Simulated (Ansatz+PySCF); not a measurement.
A calculation with PySCF 2.14.0.

```python
from pyscf import gto, dft

mol = gto.M(atom="""
S 0.000000 0.000000 -0.080000
H 0.000000 0.000000 1.280040
""", basis='def2-svp', charge=-1, spin=0)
mf = dft.RKS(mol, xc='pbe0')
mf.init_guess = 'minao'
mf.kernel()
while True:  # follow internal instabilities
    mo, _, stable, _ = mf.stability(return_status=True)
    if stable: break
    mf.kernel(mf.make_rdm1(mo, mf.mo_occ))
print(mf.converged, mf.e_tot, mf.spin_square()[0])
```

The script is written out from the run's settings.

The run gave:

```yaml
Converged: yes
Total_energy: -398.52064 hartree
Spin_squared_of_the_determinant: 0.000
```

Caution: no diffuse functions for an anion.
